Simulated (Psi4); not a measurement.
This Psi4 input (PBE/def2-SV(P)) gives -56.41552 Eh with 20 basis functions.

```
memory 2025 MB

molecule {
0 1
N     0.00224146   -0.00382052    0.11155442
H    -0.00202883    0.95117179   -0.22808750
H     0.80949996   -0.46442426   -0.29287493
H    -0.82316134   -0.46000387   -0.25991854
}

set {
  basis def2-sv(p)
  scf_type df
}

energy('pbe')
print_variables()
```

Change:
```diff
- basis def2-sv(p)
+ basis 3-21g
```

Task: What does the run give now?

Result: -56.14967 Eh (PBE/3-21G, 15 functions), a change of +265.85 mEh.
